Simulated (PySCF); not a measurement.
C4H4N2.
InChI=1S/C4H4N2/c1-4(2-5)3-6/h4H,1H3

Computed, not measured: PySCF, TDDFT wB97X-D/def2-SVPD, vertical, gas phase, core orbitals frozen in the response. Isolated species at its PBE0-D3(BJ)/def2-SVP geometry, gas phase.

**Question.** Predict the UV-vis stick spectrum at this level.

**Answer.** 

```csv
state,E (eV),λ (nm),ν̃ (cm⁻¹),f,symmetry,"main configurations (H = HOMO, L = LUMO)"
S1,7.53,164.6,60740,0.0016,–,"H→L+1 (44%), H→L (26%), H-3→L+4 (12%)"
S2,7.73,160.5,62310,0.0000,–,"H-3→L+1 (25%), H→L+4 (16%), H-3→L (14%)"
S3,7.98,155.5,64330,0.0030,A″,"H-1→L+1 (26%), H→L+3 (22%), H-1→L (20%)"
S4,8.04,154.2,64850,0.0070,A′,"H-2→L+1 (26%), H→L (20%), H-3→L+3 (11%)"
S5,8.06,153.8,65020,0.0000,–,"H-3→L+1 (16%), H-1→L (14%), H-2→L+3 (14%)"
S6,8.10,153.1,65340,0.0038,A′,"H-1→L+3 (33%), H-2→L (24%), H-2→L+2 (12%)"
S7,9.09,136.4,73290,0.042,A′,"H→L (29%), H→L+2 (28%), H→L+1 (21%)"
S8,9.13,135.8,73630,0.0001,–,"H-4→L+1 (40%), H-4→L (26%), H-5→L+4 (10%)"
S9,9.22,134.5,74350,0.0061,A′,"H-5→L+1 (26%), H-5→L (24%), H-4→L+4 (11%)"
S10,9.24,134.1,74550,0.0025,A″,"H-2→L+3 (22%), H-4→L (17%), H-4→L+2 (12%)"
```

Triplets (Tamm–Dancoff): T1 6.34 eV, H-1→L+1 (27%), H→L+3 (16%), H-1→L (16%); T2 6.35 eV, H-3→L+3 (18%), H-2→L+1 (16%), H-1→L+4 (15%); T3 6.92 eV, H→L+1 (33%), H→L (21%), H-3→L+4 (14%); T4 6.99 eV, H→L+3 (28%), H-1→L+1 (17%), H-1→L (11%).

The lowest singlet lies at 7.53 eV (165 nm, vacuum ultraviolet) and is very weak; its leading configuration is HOMO→LUMO+1 (44%). The most intense listed level is S7 at 9.09 eV (136 nm, f = 0.042), 1.56 eV above S1. Löwdin shares by element: HOMO nitrogen 46%, carbon 32% or more (atoms not listed hold the other 21%); LUMO carbon 42% or more, nitrogen 14% or more (atoms not listed hold the other 44%). Of the 10 states listed, 1 reaches f = 0.01 and 3 stay under 0.0005. Orbital energies (eV): HOMO-3 -12.50, HOMO-2 -12.39, HOMO-1 -12.12, HOMO -11.88, LUMO 1.26, LUMO+1 1.38, LUMO+2 2.08. The oscillator strengths of these states sum to 0.066; summed over the whole spectrum of an exact calculation they would give the number of electrons, 42 (Thomas–Reiche–Kuhn). The vertical ionisation energy (ΔSCF) is 12.33 eV, 3.08 eV above S10. Symmetry labels in Cs follow from the direction of the transition dipole and are given only for states with f of 0.002 or more. Singlets were solved by full linear response, triplets in the Tamm–Dancoff approximation.
